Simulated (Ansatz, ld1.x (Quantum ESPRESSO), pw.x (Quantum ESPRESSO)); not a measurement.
**Equation-of-state test of one TM potential (technetium (Tc))**

```
Element                 : technetium (Tc)
Generator               : ld1.x (Quantum ESPRESSO) 7.5
Type                    : norm-conserving Troullier–Martins (Kleinman–Bylander form)
Functional              : PBEsol
Relativity              : scalar-relativistic
Frozen core             : [Kr]
Valence charge          : 7
Reference configuration : 4d5 5s2 5p0
Partial waves           : 5p (bound, empty): rc 3.55 bohr; 4d (bound): rc 1.25 bohr; 5s (bound): rc 2.15 bohr
Local potential         : the s channel
Core correction         : none
```

Crystal test: sc Tc in pw.x 7.5, no spin, 13³ k-points, Fermi–Dirac smearing 0.01 Ry, cutoffs 110/440 Ry. The reference is all-electron LAPW (Ansatz 0.2.0) with the same functional, mesh and smearing; V0 and B0 come from Birch–Murnaghan fits to the pressures at five volumes. Errors are pseudo minus all-electron; Δ is the rms difference of the E(V) curves that follow from these fits, minima aligned, over ±6 % about the mean V0. Mesh and smearing are coarse, so the numbers serve the comparison and aren't converged zero-temperature values; the lattice is a test structure that the element need not adopt.

All-electron: a0 = 2.505 Å (V0 = 15.71 Å³/atom), B0 = 243.8 GPa.

Task: How far does the potential miss the all-electron equation of state?

Result: mean pressure error (GPa): +18.43. The pressure does not cross zero within the volumes sampled, so no fit is given. The largest radius (3.55 bohr) exceeds half the bond length (2.37 bohr), so the spheres overlap, which is one possible source of error among others. This is a poor potential for the solid.

| V (Å³/atom) | P all-electron (GPa) | P pseudo (GPa) |
| --- | --- | --- |
| 14.940 | 13.77 | 35.44 |
| 15.333 | 6.31 | 26.20 |
| 15.726 | -0.20 | 18.08 |
| 16.119 | -5.88 | 10.95 |
| 16.512 | -10.83 | 4.67 |

Task: At the middle volume, how do free energy and pressure move when the wave cutoff is lowered (ecutrho kept at four times it)?

Result:

```json
{"cutoff (Ry)": "50", "shift of F (meV/atom)": "+305.5", "shift of P (GPa)": "-11.27"}
{"cutoff (Ry)": "66", "shift of F (meV/atom)": "+57.0", "shift of P (GPa)": "-2.53"}
{"cutoff (Ry)": "88", "shift of F (meV/atom)": "+3.6", "shift of P (GPa)": "-0.32"}
```

The run at the middle volume (84 k-points, 6 iterations) took about 10 s on one core of a shared host (Neoverse-V1, 32 threads, 247 GiB, load 17).
